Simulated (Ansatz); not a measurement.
Conformers of `C1CSCSC1`, each relaxed with PBE0-D4/def2-TZVP in Ansatz. CBS adds the triple-zeta coupled-cluster correction to the MP2 limit.

Not all of them had a frequency check.

Conformer A:

Z-matrix (Å, degrees):
```
C
C 1 1.519
C 1 1.519 2 113.4
H 1 1.097 2 108.2 3 120.0
H 1 1.093 2 109.7 3 -122.9
S 2 1.805 1 114.2 3 65.8
H 2 1.092 1 110.6 3 -176.2
H 2 1.096 1 110.5 3 -57.6
S 3 1.805 1 114.2 2 -65.8
H 3 1.096 1 110.5 2 57.6
H 3 1.092 1 110.6 2 176.2
C 6 1.798 2 98.5 1 -58.4
H 12 1.094 6 109.8 2 -64.3
H 12 1.091 6 106.8 2 178.6
```

Conformer B:

Cartesian coordinates in Å:
```
C 1.135 -0.573 0.476
C -0.121 -1.364 0.120
S -1.632 -0.493 0.580
C -1.611 0.814 -0.675
S 0.039 1.297 -1.249
C 0.985 0.927 0.242
H 1.967 -0.959 -0.122
H 1.387 -0.735 1.529
H -0.161 -1.580 -0.949
H -0.150 -2.318 0.648
H -2.159 0.500 -1.565
H -2.128 1.667 -0.230
H 1.956 1.406 0.109
H 0.495 1.411 1.088
```

(1) Which is lowest in electronic energy at CCSD(T)/CBS (frozen core, def2 sets), and by how much? (An estimate is asked.)

(2) Give the energies relative to A (kJ/mol) with PBE-D4/def2-TZVPP, ωB97M-V/def2-TZVPP, PBE0/def2-TZVPP, HF/def2-TZVPP, MP2/def2-TZVPP, SCS-MP2/def2-QZVPP, MP2/CBS(def2). (Estimate.)

## Answers

(1) Ansatz gave: A; B lies 15.2 kJ/mol higher.

(2) The calculation gave: 
```csv
level,B
PBE-D4/def2-TZVPP,16.7
ωB97M-V/def2-TZVPP,15.3
PBE0/def2-TZVPP,16.9
HF/def2-TZVPP,19.5
MP2/def2-TZVPP,14.8
SCS-MP2/def2-QZVPP,15.4
MP2/CBS(def2),14.8
```
